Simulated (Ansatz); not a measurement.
For hcp Ta (model structure), LDA (plane waves, PAW; Ansatz, a program for electronic structure) gives:

* **lattice constant a**: 2.839 Å
* **lattice parameter c**: 5.067 Å

Task: What does r²SCAN (Ansatz, plane waves, PAW) give for the same quantities?

Result: 
- lattice constant a: 2.889 Å (goes up by 1.8 %)
- lattice parameter c: 5.120 Å (rises by 1.0 %)

Changes are worked out from the printed values.

Unless a cell is named, each level is at its own relaxed cell (LDA 17.69, r²SCAN 18.51 Å³/atom).

Levels without +SOC leave out spin–orbit coupling, which shifts energies and cells of such heavy elements.

Ansatz's density-functional and Hartree–Fock values are scalar-relativistic unless marked +SOC, with PAW data made under PBE.

A model structure was made by putting elements into a prototype or built by hand; it is no filed structure, need not be a known phase, and can be a saddle point held by its symmetry.
